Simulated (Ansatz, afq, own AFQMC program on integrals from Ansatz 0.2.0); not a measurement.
AFQMC on a folder of integrals that Ansatz 0.2.0 wrote.

```yaml
crystal:
  periodic: [false, false, false]
  atoms:
    - {symbol: B, position_ang: [0.000000, 0.000000, 0.826501]}
    - {symbol: C, position_ang: [0.000000, 0.000000, -0.555344]}
    - {symbol: H, position_ang: [0.000000, -0.925158, -1.123694]}
    - {symbol: H, position_ang: [0.000000, 0.925158, -1.123694]}
basis:
  gaussian: {orbitals: cc-pVDZ}
magnetization: {spin_polarized: true, initial_magnetization: 3}
correlation: {method: ccsd_t, electrons: outside_noble_gas, hamiltonian_folder: ham}
```

```sh
$ ansatz run in.yaml --threads 1 --pin off --events-out ev --progress --plain --max-ram 1843MiB
```

afq runs on the folder ham with

```
--method phaseless --trial hf --walkers 120 --populations 1 --least-time 40 --time-step 0.005 --steps-per-block 20 --equilibration-blocks 112 --max-blocks 600 --target-error 0.00108 --factor-cut 1e-05 --start spin_pure --seed 3355 --taylor-order 6
```

Times are imaginary, in 1/Eh. The walk had a cap of 1002 s.

```
orbitals 36  electrons 6 3  factors 284 of 350
reference energy -63.53667670 Eh
CCSD correlation -0.17452385 Eh in 9 cycles, weight of the determinant in the CISD state 0.9227
energy of the start -63.536713 Eh
 block  time / (1/Eh)  mean weight  energy / Eh
     1     0.100  1.0024  -63.580022
     2     0.200  1.0004  -63.606764
     3     0.300  1.0027  -63.633843
     4     0.400  1.0016  -63.646794
     5     0.500  1.0003  -63.654268
     7     0.700  1.0010  -63.675478
     9     0.900  0.9988  -63.682212
    18     1.800  0.9992  -63.687260
    52     5.200  1.0004  -63.704214
    86     8.600  1.0022  -63.703334
   120    12.000  1.0008  -63.705698
   154    15.400  1.0000  -63.713572
   188    18.800  0.9995  -63.729933
   222    22.200  1.0007  -63.699221
   256    25.600  1.0012  -63.712075
   290    29.000  1.0006  -63.721601
   324    32.400  1.0010  -63.706399
   358    35.800  1.0000  -63.724822
   392    39.200  1.0004  -63.722163
   409    40.900  1.0001  -63.683816
   426    42.600  0.9997  -63.714466
   460    46.000  0.9995  -63.702597
   477    47.700  1.0006  -63.740976
   494    49.400  0.9996  -63.716545
   528    52.800  0.9990  -63.708368
   562    56.200  1.0007  -63.700882
   596    59.600  1.0011  -63.720700
   630    63.000  1.0016  -63.719473
   664    66.400  0.9998  -63.714762
   698    69.800  1.0002  -63.723121
blocks merged  error / Eh  count
     1  0.000511  600
     2  0.000674  300
     4  0.000855  150
     8  0.001025  75
    16  0.001235  37
    32  0.001207  18
    64  0.001511  9
energy -63.717061 +/- 0.001235 Eh
(rows thinned)
```

(1) Estimate how long the walk took on 1 thread of Arm Neoverse V1, with other jobs on the host.

The run passed its tests (sampling time, drift between the halves within three errors, error under three times the target), which doesn't prove that it has relaxed.

Against this walk (error 33.6 meV) on the same determinant: CCSD(T) 44.3 meV higher (within the noise), CCSDT(Q) 19.9 meV higher (within the noise), a separate phaseless walk with a CISD trial and standard settings 17.5 ± 34.1 meV higher (within the noise). The error is statistical and leaves out the bias of the constraint.

Cautions: constraint bias not in the error; error above the target (33.6 against 29.4 meV); another spin lies lower.

Answers

(1) 4.3 min of wall time.

CCSDT and higher add their correlation energy to the determinant of the CCSD(T) run, since their own runs factorise the integrals more tightly (a shift of under 2 meV). A walk keeps the symmetry of its determinant, which the program's search chose and which needn't be the lowest solution, so a lower state of the same spin and another symmetry isn't excluded.
